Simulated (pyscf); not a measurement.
Elementary routes open to H₂N–SiH₂–F (SMILES N[SiH2]F) + NH₂• (SMILES [NH2]) in the gas phase (doublet surface):
A. •HN–SiH₂–F (SMILES [NH][SiH2]F) + NH₃ (SMILES N) (H–N broken; H–N formed)
B. H₂N–SiH•–F (SMILES N[SiH]F) + NH₃ (SMILES N) (H–Si broken; H–N formed)

Single points on ωB97X-D3(BJ)/def2-SVP structures (PySCF, gas phase).

Rank the routes by free-energy barrier at 900 K, lowest first, for ωB97M-D3(BJ)/def2-TZVP energies (ideal gas, 1 atm, RRHO with modes under 100 cm⁻¹ raised to 100, one conformer, R ln 2 for chiral ones without a mode under 150 cm⁻¹).

B (32.4 kcal/mol), A (43.4 kcal/mol)

Route B is the fastest of these, ahead of the next by 11.0 kcal/mol. The most stable products are those of B (ΔG = -11.6 kcal/mol), so kinetics and thermodynamics agree. At 298 K B is still the fastest. A: On the reactant side the descent ends in a complex, 5.1 kcal/mol under the separated species and 18.5 kcal/mol under the saddle at ωB97X-D3(BJ)/def2-TZVP. B: On the reactant side the descent ends in a complex (not fully relaxed), 5.1 kcal/mol under the separated species and 10.5 kcal/mol under the saddle at ωB97X-D3(BJ)/def2-TZVP. Only these routes are compared; each barrier is that of the saddle found, and lower ones may exist.
